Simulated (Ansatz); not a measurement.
# AlSi (doublet): from Hartree-Fock to the top rungs at distance Si1–Al2 = 3.245 Å, cc-pVDZ

One table from this session's results is given with a row withheld; the runs are named, their logs left out.

Program: Ansatz 0.2.0, Gaussian basis. Level of theory: cc-pVDZ, core rule «outside noble gas», up to 10 orbitals frozen. These are calculated values, not measurements.

Plan: UHF; CCSD(T) on ROHF; CCSD(T) on UHF; BCCD(T) on ROHF; CISD; CCSDT(Q) on ROHF; CCSDT(Q) on UHF; CASSCF and MRCISD+Q, 3 electrons in 3 orbitals; CASSCF and NEVPT2, 3 electrons in 3 orbitals; CASSCF and MRCISD+Q, 7 electrons in 8 orbitals; CASSCF and MRCISD+Q(relaxed), 7 electrons in 8 orbitals; CASSCF and NEVPT2, 7 electrons in 8 orbitals; Full CI.

30 further runs of the same task are left out: 6 for a known fault of the program, 17 that didn't finish, 7 set aside as unsound or not needed.

## The geometry

The geometry derives from a PBE0/def2-TZVP stationary point (not a proven minimum). One bond is set to the value named and the two fragments are kept rigid.

2 atoms, charge 0, spin multiplicity 2.

Atoms are counted from 1 here; the program's logs count them from 0.

No contacts short enough for the rule that draws bonds.

The first run:

Input file in.yaml:

```yaml
crystal:
  periodic: [false, false, false]
  atoms:
    - {symbol: Si, position_ang: [0.000000, 0.000000, 0.000000]}
    - {symbol: Al, position_ang: [0.000000, 0.000000, 3.245000]}
basis:
  gaussian: {orbitals: cc-pVDZ}
magnetization: {spin_polarized: true, initial_magnetization: 1}
hamiltonian: {xc: hf}
output: {orbitals: {seedname: orbitals}}
```

On the command line:

```sh
ansatz run in.yaml --threads 1 --pin off --events-out ev --progress --plain --max-ram 2393MiB
```

Among the steps run: UHF; CCSD(T) on ROHF; CCSD(T) on UHF; BCCD(T) on ROHF; CISD; CCSDT(Q) on ROHF; CCSDT(Q) on UHF; CASSCF and MRCISD+Q, 3 electrons in 3 orbitals; CASSCF and NEVPT2, 3 electrons in 3 orbitals; CASSCF and MRCISD+Q, 7 electrons in 8 orbitals; CASSCF and MRCISD+Q(relaxed), 7 electrons in 8 orbitals; CASSCF and NEVPT2, 7 electrons in 8 orbitals; Full CI.

One of the session's tables, all rows but one given; the rest of the session is left out.

It belongs to the step «Misses and costs». 

```
                   method  from FCI (meV)
                     ROHF               ?
                     RMP2         +1257.9
                     CISD          +529.6
                    RCCSD          +222.4
                 RCCSD(T)           +73.2
                  BCCD(T)           +75.2
                   RCCSDT           +19.3
                RCCSDT(Q)            +5.2
              CASSCF pair         +3533.5
              NEVPT2 pair         +1041.2
              MRCISD pair          +368.2
            MRCISD+Q pair           -40.4
           CASSCF valence         +2277.4
           NEVPT2 valence          +708.3
           MRCISD valence          +197.3
         MRCISD+Q valence           +43.3
MRCISD+Q(relaxed) valence           -23.2
                      FCI               0
```

Estimate the missing values for ROHF.

As computed: from FCI (meV): +4029.4. In the column «from FCI (meV)» it is the highest.

Left out of the table: UHF, UMP2, UCCSD, UCCSD(T), UCCSDT, UCCSDT(Q) (another determinant or state than the rows shown).

To keep in mind: MRCISD+Q pair, MRCISD+Q(relaxed) valence fall below full CI: the +Q correction isn't variational, and the cores differ from full CI's.
